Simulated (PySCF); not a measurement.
Fill in the blanks.

Species: BeH (doublet state).
Cartesian coordinates in Å at the PBE0-D3(BJ)/def2-SVP level; atoms count from 1:
```
atom  x, y, z in Å
Be1    0.6816   -0.0073   -0.0039
H2    -0.6761    0.0098   -0.0244
```

```json
{"property": "point group", "level": "PBE0-D3(BJ)/def2-SVP", "value": "?"}
{"property": "rotational constant B (linear)", "level": "PBE0-D3(BJ)/def2-SVP", "value": "302.346 GHz"}
{"property": "dipole moment", "level": "PBE0-D3(BJ)/def2-SVP", "value": "?"}
{"property": "isotropic g value", "level": "unrestricted B3LYP/def2-TZVP with a decontracted core on Be, pcH-1 on H, mean-field spin–orbit", "value": "?"}
{"property": "spin squared ⟨S²⟩", "level": "unrestricted B3LYP/def2-TZVP with a decontracted core on Be, pcH-1 on H", "value": "0.751"}
{"property": "largest isotropic hyperfine couplings (means over sets of like nuclei)", "level": "unrestricted B3LYP/def2-TZVP with a decontracted core on Be, pcH-1 on H", "value": "?"}
```

Electronic properties: PySCF, gas phase, density fitting.

(1) Give the point group.

(2) What is the dipole moment?

(3) Give the isotropic g value.

(4) What are the largest isotropic hyperfine couplings (means over sets of like nuclei)?

## Answers

(1) C∞v.

(2) 0.15 D.

(3) 2.00220.

(4) 1H +209.5 (H2), 9Be -205.3 (Be1) MHz.

B corresponds to 10.085 cm⁻¹ (most abundant isotopes). ⟨S²⟩ is 0.001 above the pure-spin value S(S + 1) = 0.75. In atomic units the dipole is 0.06 e·bohr (1 au = 2.5417 D).
